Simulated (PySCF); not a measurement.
# Bond length, frequency and bond energy of SO⁺ by level of theory

State: ²Π (doublet), unpaired electrons π ↑. Set-up: S 6-31G(d,p), O 6-31G(d,p); no relativity (PySCF 2.14). De refers to S⁺ + O in their high-spin ground configurations, without counterpoise correction. The functionals are run spin-unrestricted. A positive dipole points towards O; it is taken about the centre of mass and depends on that origin. Levels whose curve was spin-contaminated or gave no clean fit are not listed.

```tsv
Level	Re (Å)	ωe (cm⁻¹)	De (eV)	μ (D)
UHF	1.392	1604	0.76	-2.81
UHF-CCSD	1.449	1316	3.87	n/a
UHF-CCSD(T)	1.462	1259	4.19	n/a
PBE	1.464	1270	5.83	-2.11
PW91	1.463	1270	5.85	-2.11
BLYP	1.471	1236	5.70	-2.14
r²SCAN	1.447	1331	5.10	-2.23
M06-L	1.444	1358	4.99	-2.34
PBE0	1.436	1387	4.90	-2.30
HSE06	1.436	1382	4.88	-2.30
```

(1) Which functional lies closest to UHF-CCSD(T) in De, which farthest, and by how much do they differ from it?

(2) What does a quarter of exact exchange do here, going from PBE to PBE0?

(3) What does all correlation do here, going from UHF to UHF-CCSD(T)?

Correlated steps freeze 6 core orbitals. Correlated levels converge slowly with the basis: in double zeta they bind strong bonds too weakly, by up to about 1 eV, and carry superposition errors of some tenths. For an ion De counts to the pair picked by the measured ionisation energies or electron affinities, which need not be the lowest pair at this level. The state was picked by a PBE0 search and need not be the measured ground state.

The whole job (state search and all levels along the bond) took about 1.5 min on 1 thread of Arm Neoverse V1 (shared host), peak memory 0.4 GiB.

Results:

(1) Closest is HSE06 (-2.6 pm in Re, +9.8 % in ωe, +0.69 eV in De against UHF-CCSD(T) in the same basis), farthest PW91 (+0.1 pm in Re, +0.9 % in ωe, +1.66 eV in De). CCSD(T) converges more slowly with the basis than the functionals do and binds too weakly in this one, so the order can change at the basis-set limit.

(2) PBE0 less PBE: -2.8 pm in Re, +9.2 % in ωe, -0.93 eV in De. Exact exchange removes part of the self-interaction that spreads semilocal densities, and in most molecules shortens and stiffens the bond and lowers De; so it does here.

(3) UHF-CCSD(T) less UHF: +7.0 pm in Re, -21.5 % in ωe, +3.43 eV in De. Correlation nearly always deepens the well. The bond lengthens, as in strong covalent bonds, where excitations into antibonding orbitals dominate.
